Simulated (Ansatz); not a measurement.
# CH5SSi with multiplicity 2: inversion of the pyramid at Si1, part 2 of 2

How high is the barrier for the inversion of the pyramid at Si1? Relax the two ends, then run a nudged elastic band between them. SMILES of the start: [SiH2]CS.

Ansatz 0.2.0; UKS PBE0/def2-SVP.

## 7. Another band, settings changed

crystal.atoms is end A as relaxed above, and neb.final_atoms is end B, turned to lie on A. With 5 inner images the band has 7 in all. The start path is listed, through a guess of the saddle.

File input.yaml:

```yaml
crystal:
  periodic: [false, false, false]
  atoms:
    - { symbol: Si, position_ang: [-0.562268, 0.574272, -1.026849] }
    - { symbol: C, position_ang: [0.652867, 0.130287, 0.356381] }
    - { symbol: S, position_ang: [0.949964, -1.662988, 0.47753] }
    - { symbol: H, position_ang: [-1.845012, -0.176358, -0.83969] }
    - { symbol: H, position_ang: [-0.830824, 2.049503, -1.076878] }
    - { symbol: H, position_ang: [0.337579, 0.543681, 1.329813] }
    - { symbol: H, position_ang: [1.636741, 0.571744, 0.131015] }
    - { symbol: H, position_ang: [-0.339057, -2.030141, 0.648667] }
magnetization:
  spin_polarized: true
  initial_magnetization: 1
basis:
  gaussian: { orbitals: def2-SVP }
hamiltonian:
  xc: pbe0
neb:
  order_check: false
  images: 5
  f_tol: 0.03
  max_iterations: 60
  spring: 0.1
  final_atoms:
    - { symbol: Si, position_ang: [-0.78985442, 0.9797031, -0.52490688] }
    - { symbol: C, position_ang: [0.58496067, 0.23847509, 0.54648608] }
    - { symbol: S, position_ang: [0.97233308, -1.46669041, 0.01826619] }
    - { symbol: H, position_ang: [-2.03481222, 0.15591992, -0.38155431] }
    - { symbol: H, position_ang: [-0.3648785, 1.01442039, -1.95927415] }
    - { symbol: H, position_ang: [0.35653833, 0.27224559, 1.62202424] }
    - { symbol: H, position_ang: [1.51712773, 0.80485898, 0.39642925] }
    - { symbol: H, position_ang: [-0.24142467, -1.99893266, 0.28251857] }
  initial_path:
    images:
      - { positions_ang: [[-0.562268, 0.574272, -1.026849], [0.652867, 0.130287, 0.356381], [0.949964, -1.662988, 0.47753], [-1.845012, -0.176358, -0.83969], [-0.830824, 2.049503, -1.076878], [0.337579, 0.543681, 1.329813], [1.636741, 0.571744, 0.131015], [-0.339057, -2.030141, 0.648667]] }
      - { positions_ang: [[-0.63942154, 0.61331273, -0.93710604], [0.64416353, 0.1453111, 0.37097792], [0.93679226, -1.65265949, 0.44616064], [-1.82499839, -0.23879632, -0.87018375], [-0.76752781, 2.04861252, -1.13977224], [0.37510879, 0.51851311, 1.36556178], [1.61761368, 0.58218838, 0.11860214], [-0.34174053, -2.01648203, 0.64574856]] }
      - { positions_ang: [[-0.71657507, 0.65235346, -0.84736308], [0.63546005, 0.1603352, 0.38557484], [0.92362052, -1.64233098, 0.41479128], [-1.80498477, -0.30123463, -0.9006775], [-0.70423161, 2.04772203, -1.20266648], [0.41263858, 0.49334521, 1.40131055], [1.59848635, 0.59263276, 0.10618928], [-0.34442405, -2.00282306, 0.64283011]] }
      - { positions_ang: [[-0.79372861, 0.69139419, -0.75762012], [0.62675658, 0.1753593, 0.40017177], [0.91044878, -1.63200247, 0.38342192], [-1.78497116, -0.36367295, -0.93117126], [-0.64093542, 2.04683155, -1.26556072], [0.45016837, 0.46817732, 1.43705933], [1.57935903, 0.60307715, 0.09377642], [-0.34710758, -1.98916408, 0.63991167]] }
      - { positions_ang: [[-0.79243721, 0.78749716, -0.68004904], [0.61282461, 0.19639789, 0.4489432], [0.93107688, -1.57689845, 0.26170334], [-1.86825151, -0.19047533, -0.74796561], [-0.54891644, 1.7026945, -1.49679853], [0.41895836, 0.40286674, 1.4987143], [1.55861526, 0.67033776, 0.1946607], [-0.31187994, -1.99242027, 0.52078064]] }
      - { positions_ang: [[-0.79114582, 0.88360013, -0.60247796], [0.59889264, 0.21743649, 0.49771464], [0.95170498, -1.52179443, 0.13998477], [-1.95153186, -0.0172777, -0.56475996], [-0.45689747, 1.35855744, -1.72803634], [0.38774835, 0.33755617, 1.56036927], [1.53787149, 0.73759837, 0.29554497], [-0.2766523, -1.99567647, 0.4016496]] }
      - { positions_ang: [[-0.78985442, 0.9797031, -0.52490688], [0.58496067, 0.23847509, 0.54648608], [0.97233308, -1.46669041, 0.01826619], [-2.03481222, 0.15591992, -0.38155431], [-0.3648785, 1.01442039, -1.95927415], [0.35653833, 0.27224559, 1.62202424], [1.51712773, 0.80485898, 0.39642925], [-0.24142467, -1.99893266, 0.28251857]] }
```

Started as:

```
$ ansatz run input.yaml --threads 2 --pin off --max-ram 3072MiB --backend cpu --events-out ev --progress --plain --runs-dir out
```

The log of the run (excerpt; [...] marks lines left out):

```text
Warning: RAYON_NUM_THREADS=2 ignored (pool sized by the plan → 2); use --threads N
[...]
Functional definition: PBE0
[...]
785 factors; integrals over basis functions are off by at most 3.8e-4 eV
[...]
mean field -19814.76305516 eV, -728.1791113483 hartree, gradient 3.2e-5 eV, S^2 0.752134; 0 other end points of the search recorded, 0 dependent functions left out
[...]
reference -19814.76307948 eV, -728.1791122420 hartree; 21, 20 occupied and 54, 55 virtual orbitals, 785 factors
785 factors; integrals over basis functions are off by at most 5.5e-4 eV
[...]
mean field -19814.82257627 eV, -728.1812987087 hartree, gradient 3.4e-5 eV, S^2 0.752482; 0 other end points of the search recorded, 0 dependent functions left out
[...]
reference -19814.82260065 eV, -728.1812996047 hartree; 21, 20 occupied and 54, 55 virtual orbitals, 785 factors
[...]
Total energy: -19814.47512031 eV, -728.1685299378 hartree
Atom 0 at    -0.766652     0.691078    -0.719397 Å, force     0.002493    -0.013727    -0.004056 eV/Å
Atom 1 at     0.559936     0.134111     0.494550 Å, force     0.002203     0.003112    -0.000303 eV/Å
Atom 2 at     1.153296    -1.587091     0.276659 Å, force     0.000852     0.003591    -0.001538 eV/Å
Atom 3 at    -2.168971     0.261576    -0.511147 Å, force    -0.003513     0.008861     0.005492 eV/Å
Atom 4 at    -0.434856     1.631360    -1.813525 Å, force     0.000031    -0.000521     0.000905 eV/Å
Atom 5 at     0.256309     0.296738     1.540296 Å, force    -0.004873     0.000949    -0.003082 eV/Å
Atom 6 at     1.449059     0.761950     0.324860 Å, force     0.000106    -0.003507     0.004645 eV/Å
Atom 7 at    -0.048130    -2.189723     0.407694 Å, force     0.002702     0.001242    -0.002063 eV/Å
Dipole moment:    -0.145697     0.136210     0.119635 e Å
this run last wrote the band of iteration 12 to <dir>; this run last wrote the band within `neb.f_tol` of iteration 8 to <dir>
```

Run time: 2 min. Hardware: 2 threads of Arm Neoverse V1, shared host; peak memory 0.19 GiB.

## 8. What the band shows

The 5 inner images lie between the fixed ends 0 and 6. Energy is taken from image 0, and the path length is the program's own coordinate along the band.

| image | path (Å) | energy (eV) | sum of angles at Si1 (°) | band force (eV/Å) |
| --- | --- | --- | --- | --- |
| 0 | 0.000 | 0.0000 | 331.7 | - |
| 1 | 0.743 | 0.0348 | 334.1 | 0.003 |
| 2* | 1.493 | 0.2880 | 359.8 | 0.009 |
| 3 | 1.773 | 0.1165 | 351.9 | 0.012 |
| 4 | 2.045 | -0.0124 | 338.6 | 0.013 |
| 5 | 2.307 | -0.0520 | 331.9 | 0.004 |
| 6 | 2.563 | -0.0595 | 329.6 | - |

The star marks the climbing image.

image, energy (eV) and a bar:
```
        0      0.000 #####
        1      0.035 ########
        2      0.288 ##############################
        3      0.117 ###############
        4     -0.012 ####
        5     -0.052 #
        6     -0.060
```

## 9. Summary of results

This closing draws on all 2 parts.

| quantity | value |
| --- | --- |
| end A | 5 moves, 0.069 eV lower |
| end B | 11 moves, 0.191 eV lower |
| first band: barrier forwards | 0.29 eV |
| first band: barrier backwards | 0.35 eV |
| first band: second end relative to first | -0.060 eV |
| first band: highest image | 2 of 0 to 6, climbing |
| first band: band iterations | 10 |
| imaginary modes at the top | 653i, 44i cm⁻¹ |
| second band | top 0.288 eV above image 0, 12 iterations, 5 inner images |
| time, first and second band | 1.8 min and 2 min |

In words: In the first band: the barrier from the first end is 0.29 eV, 11 times kT at 300 K. Going back costs 0.35 eV, since the second end is 0.060 eV below the first. Beside the main imaginary mode the others are soft (under 80i cm⁻¹) and may be noise at this precision. The second band's top agrees with the first's to 1 meV, so the changed settings hardly move the height. Zero-point energy and entropy are left out.
